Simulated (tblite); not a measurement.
Species: C4H6NO (doublet state).
Bonds: C1–C2, C2–O3 (double), C2–C4, C4–C5, C5–N6 (double). Hydrogens: H7, H8, H9 on C1; H10, H11 on C4; H12 on C5.

Structure optimised with GFN2-xTB, isolated species. This method treats the open shell by occupation alone, without spin polarisation.

**Question.** List the bond lengths, angles and torsions at this level.

**Answer.** 
```json
{"bond": "C1–C2", "length (Å)": "1.499"}
{"bond": "C2=O3", "length (Å)": "1.202"}
{"bond": "C2–C4", "length (Å)": "1.524"}
{"bond": "C4–C5", "length (Å)": "1.526"}
{"bond": "C5=N6", "length (Å)": "1.216"}
{"bond": "C1–H7, C1–H8, C1–H9", "length (Å)": "1.088"}
{"bond": "C4–H10, C4–H11", "length (Å)": "1.089"}
{"bond": "C5–H12", "length (Å)": "1.098"}
```

Bonds in one row agree within 0.01 Å and their mean is given. A selection of angles:
```json
{"angle": "C2–C1–H7", "degrees": "110.4"}
{"angle": "H7–C1–H8", "degrees": "110.4"}
{"angle": "H8–C1–H9", "degrees": "108.1"}
{"angle": "C1–C2–O3", "degrees": "124.7"}
{"angle": "C1–C2–C4", "degrees": "113.8"}
{"angle": "O3–C2–C4", "degrees": "121.5"}
{"angle": "C2–C4–C5", "degrees": "105.9"}
{"angle": "C2–C4–H10", "degrees": "111.0"}
{"angle": "C2–C4–H11", "degrees": "110.2"}
{"angle": "C5–C4–H10", "degrees": "108.9"}
{"angle": "H10–C4–H11", "degrees": "111.3"}
{"angle": "C4–C5–N6", "degrees": "126.4"}
{"angle": "C4–C5–H12", "degrees": "111.8"}
{"angle": "N6–C5–H12", "degrees": "121.8"}
```

Dihedral angles: C1–C2–C4–C5 -84° (synclinal); C2–C4–C5–N6 93° (anticlinal). The mirror-image conformer, all signs reversed, is as good.

C5 (carbon bonded to C, N and H) is planar (angles 126.4°, 121.8° and 111.8°, sum 360.0°, 0.01 Å off the plane of its three neighbours). C2 (carbon bonded to 2 C and O) is planar (angles 124.7°, 121.5° and 113.8°, sum 360.0°, 0.01 Å off the plane of its three neighbours). Of the pairs four or more bonds apart, C5···H8 is among the closest relative to their van der Waals radii: 2.85 Å, 98 % of the sum of Bondi's values. The C–C distances run from 1.499 Å (C1–C2, drawn single) to 1.526 Å (C4–C5, drawn single), a spread of 0.027 Å.

Point group: C1 (no symmetry element, even within 0.4 Å). Its lowest GFN2-xTB frequency is 8i cm⁻¹, too small to tell a flat minimum from a shallow saddle. 3 starts were optimised and ended at 0.00, 0.06 and 2.86 kcal/mol (GFN2-xTB); the lowest of these is shown.

These are computed values.
